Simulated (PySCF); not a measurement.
Delta-SCF ions had no search for a lower state. Excitations are Tamm–Dancoff values on a coarser integration grid. The basis has no diffuse functions, so Rydberg states are missing or too high.

Z-matrix (Å, degrees):
```
B
Cl 1 1.7378
Cl 1 1.7378 2 120.00
Cl 1 1.7378 2 120.00 3 180.00
```
Charge 0, multiplicity 1.

### Question
Predict the brightest of the four lowest singlets (TDA), LUMO, dipole moment, vertical ionisation energy (Delta-SCF) and total energy from PySCF with CAM-B3LYP-D3(BJ)/def2-TZVP.

### Answer

```yaml
brightest of the four lowest singlets (TDA): 7.38 eV
LUMO: -0.51 eV
dipole_moment: 0.000 e·Å
vertical ionisation energy (Delta-SCF): 11.58 eV
total_energy: -1405.6494 Ha
```
